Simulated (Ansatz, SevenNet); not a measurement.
Ladder of methods for the lattice parameter c of hcp Be

Reference value: 3.584 Å (measured, 293 K, not corrected to a static lattice; as tabulated in Wikipedia's data pages).

Task: What do SevenNet-0, PBE, PBE-D3(BJ), HSE06, Hartree–Fock give, and how far is each from the reference?

Result: 
| level (code) | value (Å) | difference (%) |
|---|---|---|
| SevenNet-0 | 3.615 | +0.86 |
| PBE (Ansatz) | 3.562 | -0.61 |
| PBE-D3(BJ) (Ansatz) | 3.499 | -2.37 |
| HSE06 (Ansatz) | 3.567 | -0.47 |
| Hartree–Fock (Ansatz) | 3.617 | +0.92 |

The reference is not for a static lattice or low temperature, so close values are not ranked against it.

The reference isn't brought to a static lattice, while the calculations are for one, so the differences are not the levels' errors alone.  Cutoffs and k meshes differ between the levels. Ansatz's density-functional and Hartree–Fock values are scalar-relativistic unless marked +SOC, with PAW data made under PBE.

Machine-learned potentials (SevenNet-0) are trained on DFT data: a solid inside that data is no test of them.

Differences are worked out from the printed values.

Ansatz is a quantum-chemistry and plane-wave program.
